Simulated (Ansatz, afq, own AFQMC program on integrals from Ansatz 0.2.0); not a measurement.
# BSiH$_{4}$, doublet in 6-31G, levels against CCSDT(Q)

```xyz
6

Si    0.0000    0.0000    0.5624
B     0.0000    0.0000   -1.3599
H     0.0000    1.2187    1.4093
H     0.0000   -1.2187    1.4093
H     0.0000    1.0370   -1.9521
H     0.0000   -1.0370   -1.9521
```

Connectivity, by distances: SiH2–BH2.

Basis 6-31G. Noble-gas cores (and the filled d shells of Ga–Kr and In–Xe) are frozen. Integrals, coupled cluster, full CI and functionals: Ansatz 0.2.0; the random walks run on the same integrals in our own AFQMC program. The CISD trial takes its coefficients from CCSD amplitudes. Released means that phaseless walkers are propagated on without the constraint, phases kept. Free AFQMC starts from the CCSD state and is never constrained. Its projection time is finite, and what remains of the start isn't in its error. Uncertainties: one standard error, sampling alone.

Determinant: UHF, the one that the program's search chose, which needn't be the lowest solution. The geometry is a PBE0/def2-TZVP stationary point of this or a neighbouring charge and spin state.

No full CI on the walks' own integrals is used here; CCSDT(Q) serves as the reference and is uncertain by about the last step of the cluster series.

```
T1 diagnostic                               : 0.0165
weight of the determinant in the CISD state : 0.913
⟨S²⟩ of the determinant                     : 0.760
size of the correlated space                : 11 electrons in 24 orbitals
```

| level | correlation energy (eV) |
| --- | --- |
| MP2 | -2.6653 |
| CCSD | -3.4898 |
| CCSD(T) | -3.5569 |

Question: Estimate where phaseless AFQMC with a CISD trial lies against CCSD(T) on the same integrals.

Answer: 0.88 ± 0.21 mEh below CCSD(T).

Reference: CCSDT(Q), correlation energy -3.578 eV. The released energy is read at 2.40 1/Eh (meV from the phaseless value at times in 1/Eh: 1 ± 5 at 0.24, 6 ± 5 at 0.51, 11 ± 4 at 0.99, 6 ± 4 at 1.62, 0 ± 6 at 2.40).

```json
{"level": "CCSD(T)", "E − E(reference) (mEh)": "0.78", "share of correlation (%)": "99.41"}
{"level": "CCSDT", "E − E(reference) (mEh)": "0.07", "share of correlation (%)": "99.95"}
{"level": "ph-AFQMC/HF", "E − E(reference) (mEh)": "0.71 ± 0.77", "share of correlation (%)": "99.46"}
{"level": "ph-AFQMC/CISD", "E − E(reference) (mEh)": "-0.10 ± 0.21", "share of correlation (%)": "100.08"}
{"level": "released AFQMC", "E − E(reference) (mEh)": "-0.12 ± 0.23", "share of correlation (%)": "100.09"}
{"level": "free AFQMC", "E − E(reference) (mEh)": "-0.13 ± 0.23", "share of correlation (%)": "100.10"}
```

Free projections are given only where their last times agree within the noise and don't stop above the reference; a slow remainder of the start can still hide under it. A walk keeps the symmetry of its determinant, which the program's search chose and which needn't be the lowest solution, so a lower state of the same spin and another symmetry isn't excluded. Released energies are given only where the last usable release times agree within the noise; a slower fall can still hide under it.
